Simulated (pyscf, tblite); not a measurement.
H₃C–CH₂–InH₂ -> H₃C–CH₂–In [singlet] + H₂: energy along the mass-weighted descent from the GFN2-xTB saddle (tblite), relative to the relaxed reactant side.

```
s (amu^1/2 bohr)  E (kcal/mol)
----------------  ------------
-8.95                      1.1
-8.73                      1.3
-8.50                      1.5
-8.23                      1.8
-7.94                      2.2
-7.20                      3.2
-5.76                      4.3
-4.32                      6.3
-2.88                      9.7
-1.44                     21.3
0.000                     39.0
1.44                      33.6
2.88                       7.2
4.32                      -2.9
4.91                      -4.1
5.32                      -4.8
5.59                      -5.1
5.82                      -5.4
6.02                      -5.6
6.21                      -5.7
6.37                      -5.8
```

### Question
The GFN2-xTB barrier from the reactant side is 163.3 kJ/mol. What does ωB97X-D3(BJ) (PySCF) give from its own reactant-side minimum, in def2-SVP and in def2-TZVP?

### Answer
250.5 kJ/mol in the double-zeta basis after reoptimising the saddle, and 248.8 kJ/mol in the triple-zeta single point, so the tight-binding barrier lies 85.5 kJ/mol under the latter. The imaginary mode goes from 805i to 1447i cm⁻¹.
